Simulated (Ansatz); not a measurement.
# Na2, singlet: energies of several shapes or isomers

Calculated in Ansatz's Gaussian-basis code. Basis cc-pVDZ, nonrelativistic, 10 orbitals frozen in the corrections; active space CAS(2,2). Restricted Hartree–Fock, then the lowest state-specific CASSCF solution met for each case. On stretched bonds single-reference methods can fail or change state. Unlike active orbitals can shift such differences by tenths of an eV, at times by over 1 eV.

Case A: bond length 2.8754 Å.

Case B: bond length 3.1254 Å.

Case C: bond length 3.3755 Å.

Energy less that of case A, in eV:

```tsv
case	RHF/ROHF	CASSCF
B	-0.063	-0.091
C	-0.052	-0.120
```

Problem. What does SC-NEVPT2 give for these differences?

Solution. B: -0.077 eV (-1.8 kcal/mol); C: -0.090 eV (-2.1 kcal/mol).
